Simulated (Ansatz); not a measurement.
[H···H···SiH2], singlet: the ladder up to full CI

Geometry: a point of a hydrogen-transfer path between rigid fragments, not a stationary point.

```yaml
atoms:
  - { symbol: H, position_ang: [-2.7325, 0.0549, 0.0000] }
  - { symbol: H, position_ang: [-1.5235, 0.0549, 0.0000] }
  - { symbol: Si, position_ang: [0.1015, 0.0549, 0.0000] }
  - { symbol: H, position_ang: [0.7137, -0.8194, 1.0900] }
  - { symbol: H, position_ang: [0.7137, -0.8194, -1.0900] }
```

Basis 6-31G; Ansatz 0.2.0. Correlated methods freeze the noble-gas cores, which leaves 8 electrons in 16 orbitals. R marks a restricted (for open shells ROHF) determinant, U an unrestricted one. Active spaces: valence = (8e, 8o) chosen from the atoms' valence shells; pair = (2e, 2o) about the gap.

Full CI is exact within this basis and frozen core; it isn't the basis-set limit. The frozen core follows each run's orbitals, which can shift R against U totals by a few meV.

Unrestricted rows (U) aren't spin-pure: their determinants' ⟨S²⟩ exceeds S(S+1) by up to 0.89, so they mix in states of higher spin.

* UHF ⟨S²⟩: 0.895
* T1 diagnostic (RCCSD): 0.0333
* largest doubles amplitude (RCCSD): 0.347

```tsv
level	E − E(full CI) (mEh)	share of correlation (%)	wall time
RHF	125.60	0.00	–
UHF	85.32	32.07	–
RMP2	47.34	62.31	–
UMP2	32.38	74.22	–
CISD	14.27	88.64	0.33 s
RCCSD	4.44	96.46	–
UCCSD	5.67	95.48	–
RCCSD(T)	1.17	99.07	0.33 s
UCCSD(T)	3.72	97.04	0.78 s
BCCD(T)	1.31	98.96	0.3 s
RCCSDT	0.15	99.88	–
UCCSDT	0.37	99.70	–
CISDTQ	0.48	99.62	0.72 s
RCCSDT(Q)	0.03	99.98	0.63 s
UCCSDT(Q)	-0.02	100.01	3 s
RCCSDTQ	0.00	100.00	3.2 s
UCCSDTQ	0.02	99.99	27 s
CASSCF (pair space)	77.89	37.98	–
NEVPT2 (pair space)	22.24	82.30	0.18 s
MRCISD (pair space)	3.98	96.83	–
MRCISD+Q (pair space)	-0.41	100.33	0.3 s
CASSCF (valence space)	23.74	81.10	–
NEVPT2 (valence space)	6.57	94.77	2.1 s
MRCISD (valence space)	0.83	99.34	–
MRCISD+Q (valence space)	0.46	99.63	2.8 s
```

The correlation energy at full CI, counted from RHF, is -3.418 eV. That run took 4.8 s on 1 thread of Arm Neoverse V1, shared host over 1,656,848 determinants.

Times hold each run's SCF and search for its determinant on a shared host, so for small cases they say little of a method's own cost; they ran on 1 thread of Arm Neoverse V1.

Not variational, and here over 5 meV under the exact energy: MRCISD+Q (pair space).

The full-CI state has the irrep A' of Cs, in the program's axes.

Natural occupations of full CI about the gap: 1.976 1.961 1.959 1.660 0.330 0.036 0.030 0.024 0.006 0.005; effectively unpaired electrons, Σ n²(2−n)², 0.65.
